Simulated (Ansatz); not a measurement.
Consider the interaction energy of a dimer with the counterpoise correction of CH2N2, SMILES N#CN (Ansatz 0.2.0, Python API).

Script `dimer.py`:
```python
# -*- coding: utf-8 -*-
'''Binding of a CH2N2 dimer at a trial geometry.'''

import logging
import sys

import ansatz as az

logging.basicConfig(stream=sys.stdout, format='%(levelname)s:%(name)s:%(message)s')
logger = logging.getLogger('run')
logger.setLevel(logging.INFO)

BASIS_SET = 'cc-pVDZ'
FUNCTIONAL = 'r2scan'

FIRST = [
    ('N', (0.4824, -1.3206, 1.383)),
    ('C', (0.2092, -0.5393, 0.5104)),
    ('N', (-0.0898, 0.3277, -0.4833)),
    ('H', (-0.8503, 0.2388, -1.0084)),
    ('H', (0.2484, 1.2933, -0.4016)),
]
SECOND = [
    ('N', (1.1659, 0.1348, -2.6168)),
    ('C', (1.3197, -1.0023, -2.2565)),
    ('N', (1.4938, -2.2862, -1.8694)),
    ('H', (2.3352, -2.6675, -1.7763)),
    ('H', (0.7752, -2.7145, -1.2747)),
]

def energy(atoms, ghosts=()):
    molecule = az.Crystal.molecule()
    for symbol, xyz in atoms:
        molecule = molecule.atom(symbol, xyz)
    calc = (
        molecule.calculation()
        .basis(gaussian=BASIS_SET)  # the orbital basis, by name
        .functional(FUNCTIONAL)
    )
    deck = calc.input()
    if ghosts:
        deck = deck.set(az.key.basis.gaussian.ghost_atoms, [{'symbol': s, 'position_ang': list(xyz)} for s, xyz in ghosts])
    return az.Session.from_dict(deck).plan().execute().report['free_energy_ev']

# monomers in their own basis and in the basis of the dimer
both = energy(FIRST + SECOND)
alone = energy(FIRST) + energy(SECOND)
ghosted = energy(FIRST, SECOND) + energy(SECOND, FIRST)
logger.info(f'dimer {both:.6f} eV')
logger.info(f'interaction, uncorrected   {96.485332 * (both - alone):8.3f} kJ/mol')
logger.info(f'interaction, counterpoise  {96.485332 * (both - ghosted):8.3f} kJ/mol')
logger.info(f'basis-set superposition    {96.485332 * (alone - ghosted):8.3f} kJ/mol')
```

How large is the interaction at this pose, and how much of it is basis-set superposition?

Uncorrected it is 21.950 kJ/mol, with the counterpoise correction 30.154 kJ/mol; the difference, 8.20 kJ/mol, is the superposition error. In this basis both values are repulsive.

The run itself:

```console
$ python dimer.py
INFO:run:dimer -8092.440349 eV
INFO:run:interaction, uncorrected     21.950 kJ/mol
INFO:run:interaction, counterpoise    30.154 kJ/mol
INFO:run:basis-set superposition       8.204 kJ/mol
```

Notes:
- Total energies depend on the basis set; only differences at equal settings carry meaning.
- The dimer is a generated trial pose of unrelaxed monomers, not a minimum, so the figure is no binding energy, and the basis set is small.
- This level lacks the dispersion part of the attraction (electrostatics and induction are there), which can decide the sign where the interaction is weak.
- It ran for 13 s on 1 thread of Arm Neoverse V2, on a shared host, peak memory 0.22 GiB.
